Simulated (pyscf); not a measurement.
`[F][BH][F]` + `[OH2]` → `[FH]` + `[OH][BH][F]`, a four-centre exchange (singlet surface; B–F, H–O broken, F–H, B–O formed). Optimised with ωB97X-D3(BJ)/def2-SVP in PySCF. MP2 and CC: frozen core, UHF for open shells. ΔMP2 is the change of the MP2 total energy from the triple- to the quadruple-zeta basis. Energies in kJ/mol from the separated reactants.

Small-basis levels: PySCF, no dispersion term, spherical d functions. AM1 to PM7: differences of heats of formation from MOPAC. Cost: rough CPU time at the saddle relative to B3LYP/6-31G*, from one job on a shared machine.

| level | barrier | reaction energy | cost |
|---|---|---|---|
| HF/STO-3G | 32.7 | +40.1 | 0.04 |
| HF/6-31G* | 115.3 | +28.3 | 0.09 |
| SVWN5/6-31G* | -33.2 | +29.3 | 0.9 |
| PBE/6-31G* | 22.4 | +33.2 | 1 |
| B3LYP/3-21G | -52.7 | +39.8 | 0.7 |
| B3LYP/6-31G* | 49.8 | +34.2 | 1 |
| PBE/def2-SVP | 11.1 | +13.0 | 1 |
| B3LYP/def2-SVP | 39.4 | +14.2 | 1 |
| AM1 | 190.3 | -3.3 | under 0.02 |
| PM3 | 83.7 | -12.1 | under 0.02 |
| PM6 | 48.3 | +1.6 | under 0.02 |
| PM7 | 115.7 | +28.5 | under 0.02 |
| CCSD(T)/def2-TZVPP + ΔMP2(QZVPP) | 76.1 | +10.1 | – |

Against the last row the barrier runs from -128.8 (B3LYP/3-21G) to +114.2 kJ/mol (AM1); PM3 happens to lie closest here (7.7 kJ/mol apart). At HF/STO-3G, SVWN5/6-31G*, PBE/6-31G*, B3LYP/3-21G, PBE/def2-SVP this geometry lies under one side, so the entry may be no barrier of that level: it is a single point on another level's saddle. CCSD(T)/def2-TZVPP + ΔMP2(QZVPP) has limits of its own. On the reactant side the descent ends in an adduct with a B–O contact, 33.6 kJ/mol under the separated species and 100.6 kJ/mol under the saddle at ωB97X-D3(BJ)/def2-TZVP. On the product side the descent ends in a complex, 19.4 kJ/mol under the separated species and 75.7 kJ/mol under the saddle at ωB97X-D3(BJ)/def2-TZVP. What is counted as formed (B–O) is already present as a longer contact in the reactant adduct; forming that adduct is a step of its own. At ωB97X-D3(BJ) the barrier from the zero used here is 67.0 kJ/mol. One saddle was located; it need not be the lowest between these sides. The CCSD(T) − MP2 part came from Ansatz, without density fitting, on the same reference.
